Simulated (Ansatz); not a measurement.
A calculation on hcp Sc returned lattice constant a 3.285 Å, lattice parameter c 5.126 Å.

For reference: lattice constant a 3.309 Å (measured, 293 K, no zero-point or thermal correction; as tabulated in Wikipedia's data pages); lattice parameter c 5.268 Å (measured, 293 K, not corrected to a static lattice; as tabulated in Wikipedia's data pages).

Question: Which level of theory produced these numbers?
A) Hartree–Fock (Ansatz (a first-principles code))
B) B3LYP (VWN-RPA form) (Ansatz)
C) r²SCANh (Ansatz)
D) PBE-D4 (Ansatz)

Answer: D, PBE-D4 (Ansatz)

The others give: B3LYP (VWN-RPA form) 3.347 Å, 5.158 Å; r²SCANh 3.334 Å, 5.207 Å; Hartree–Fock 3.488 Å, 5.534 Å.

Unless a cell is named, each level is at its own relaxed cell (B3LYP (VWN-RPA form) 25.02, Hartree–Fock 29.16, PBE-D4 23.96, r²SCANh 25.06 Å³/atom).

The crystal itself was run without spin with B3LYP (VWN-RPA form), r²SCANh, Hartree–Fock, PBE-D4; a magnetic state was not tried in these runs.

Ansatz's density-functional and Hartree–Fock values are scalar-relativistic unless marked +SOC, with PAW data made under PBE.
